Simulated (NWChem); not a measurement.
nitrogen (N₂); SMILES N#N

```xyz
2

N      0.0000     0.0000     0.5447
N      0.0000     0.0000    -0.5447
```
Atoms are numbered in this order, from 1.

All runs: NWChem. Structure relaxed at the PBE0-D3(BJ)/def2-TZVP level.

Q: Estimate the computed values for KT2/def2-SVP. Quantities: highest occupied level (eV); orbital gap (eV).

A: 
```json
{
  "highest occupied level (eV)": "-10.18",
  "orbital gap (eV)": "8.79"
}
```
